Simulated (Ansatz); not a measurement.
MgO: computed properties

All numbers below come from DFT r2SCAN, scalar-relativistic, plane waves, PAW (Ansatz 0.2.0).

Plane waves to 500 eV, a k mesh through Γ of 10×10×10 on the computed 2-atom cell and Gaussian smearing (0.02 eV); no spin polarisation.

The structure is relaxed at this level of theory with its symmetry kept.

It takes space group Fm-3m (No. 225, cubic). The conventional cell has a = 4.204 Å, b = 4.204 Å, c = 4.204 Å, α = 90.00°, β = 90.00°, γ = 90.00°. Mg (site symmetry m-3m) is surrounded by 6 O at 2.10 Å. O (site symmetry m-3m) has 6 Mg at 2.10 Å as nearest neighbours.

```
Volume per atom                                                                                                                             : 62.7 bohr³
Formation energy from the elements' standard states (uncorrected)                                                                           : -2.974 eV/atom
Generalised Kohn–Sham band gap                                                                                                              : 5.68 eV, direct at Γ
Löwdin character of the top 1 eV of the valence band                                                                                        : O 2p 98 %
Löwdin character of the lowest 1 eV of the conduction band                                                                                  : Mg 3s 56 %, O 2s 34 %, O 2p 7 %
Electron masses at the edge by Cartesian direction of the standard setting (m_e; degenerate bands sorted by energy; no spin-orbit coupling) : x: 0.36; y: 0.36; z: 0.36
Hole masses at the edge by Cartesian direction of the standard setting (m_e; degenerate bands sorted by energy; no spin-orbit coupling)     : x: 2.1, 2.1, 0.42; y: 2.1, 2.1, 0.42; z: 2.1, 2.1, 0.42
Bulk modulus                                                                                                                                : 167 GPa
Its pressure derivative                                                                                                                     : 4.1
Electronic dielectric constant xx, yy, zz of the standard setting (independent particles)                                                   : 3.0, 3.0, 3.0
Bader charges (e)                                                                                                                           : Mg (1 in the cell) 1.74, O (1 in the cell) -1.74
```